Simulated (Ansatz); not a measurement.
Ansatz (a first-principles code) input (B3LYP-D3(BJ)/def2-TZVP):

Ansatz 0.2 input:
```yaml
crystal:
  periodic: [false, false, false]
  atoms:
    - {symbol: C, position_ang: [-0.00101537, 0.00719504, 0.15261046]}
    - {symbol: C, position_ang: [-0.00973313, 1.48698482, 0.02900793]}
    - {symbol: C, position_ang: [1.28232781, -0.72667865, 0.01208223]}
    - {symbol: C, position_ang: [-1.27951015, -0.73923927, 0.03553345]}
    - {symbol: H, position_ang: [-0.02628743, 1.80593106, -1.02232509]}
    - {symbol: H, position_ang: [-0.89142634, 1.91362289, 0.50631444]}
    - {symbol: H, position_ang: [0.88088567, 1.92196415, 0.48135637]}
    - {symbol: H, position_ang: [1.54251848, -0.88980368, -1.04290059]}
    - {symbol: H, position_ang: [2.10283773, -0.16847485, 0.46162133]}
    - {symbol: H, position_ang: [1.22451272, -1.70795008, 0.48225035]}
    - {symbol: H, position_ang: [-1.55635328, -0.90675244, -1.01451661]}
    - {symbol: H, position_ang: [-1.20408316, -1.71912034, 0.50612658]}
    - {symbol: H, position_ang: [-2.09739315, -0.18813688, 0.49840377]}
basis:
  gaussian:
    orbitals: def2-TZVP
hamiltonian:
  xc: b3lyp
  dispersion: d3bj
magnetization: {spin_polarized: true, initial_magnetization: 1}
relax: {f_tol: 0.002, max_steps: 150}
```

End of the output:

```
these checks for a lower state are left out or cut short: starts, cluster_reference, orbital_swaps, neighbouring_geometries, increment
integrals: 0.08 GiB planned
1116 factors; their error is unknown
mean field: 1.01 GiB planned
mean field -4295.60822442 eV, -157.8606905796 hartree, gradient 1.0e-5 eV, S^2 0.754171; 0 other end points of the search recorded, 0 dependent functions left out
the calculation of the forces begins
reference -4295.60851442 eV, -157.8607012370 hartree; 17, 16 occupied and 161, 162 virtual orbitals, 1116 factors
relax step   5: F+E_penalty+E_count = -4295.98849005 eV  Δ(F+E_penalty+E_count) = -2.506e-5 eV  max|allowed force component| = 1.191e-3 eV/Å  Δτ_max = 0.0028 Å  (34 SCF iters, accepted)
integrals: 0.08 GiB planned
1116 factors; their error is unknown
mean field: 1.01 GiB planned
mean field evaluation 64: about -4295.6082 eV, gradient 5.7e-2 eV
mean field -4295.60822442 eV, -157.8606905796 hartree, gradient 1.0e-5 eV, S^2 0.754171; 1 other end points of the search recorded, 0 dependent functions left out
the calculation of the forces begins
reference -4295.60851442 eV, -157.8607012370 hartree; 17, 16 occupied and 161, 162 virtual orbitals, 1116 factors
Total energy: -4295.98878005 eV, -157.8746757412 hartree
Atom 0 at    -0.000565     0.006995     0.206097 Å, force    -0.000048    -0.000175    -0.000131 eV/Å
Atom 1 at    -0.009595     1.486911     0.035864 Å, force    -0.000032     0.000144    -0.000897 eV/Å
Atom 2 at     1.282681    -0.726711     0.021113 Å, force    -0.000021    -0.000054    -0.000634 eV/Å
Atom 3 at    -1.279798    -0.739323     0.045325 Å, force     0.000053    -0.000050    -0.000535 eV/Å
Atom 4 at    -0.023291     1.774680    -1.029372 Å, force     0.000178    -0.000439     0.001090 eV/Å
Atom 5 at    -0.892790     1.941728     0.491154 Å, force     0.000671     0.000112    -0.000445 eV/Å
Atom 6 at     0.879360     1.950253     0.470827 Å, force    -0.000762     0.000135    -0.000186 eV/Å
Atom 7 at     1.518982    -0.871457    -1.047026 Å, force    -0.000124     0.000422     0.001165 eV/Å
Atom 8 at     2.126135    -0.183841     0.454642 Å, force    -0.000163    -0.000730    -0.000003 eV/Å
Atom 9 at     1.247827    -1.723132     0.468505 Å, force     0.000504     0.000496    -0.000352 eV/Å
Atom 10 at    -1.534298    -0.887261    -1.018183 Å, force     0.000084     0.000460     0.001191 eV/Å
Atom 11 at    -1.227006    -1.734986     0.492654 Å, force    -0.000509     0.000450    -0.000361 eV/Å
Atom 12 at    -2.120363    -0.204313     0.493965 Å, force     0.000168    -0.000770     0.000099 eV/Å
Dipole moment:    -0.000405     0.000064    -0.043284 e Å
```

It need not be the lowest isomer of its formula.
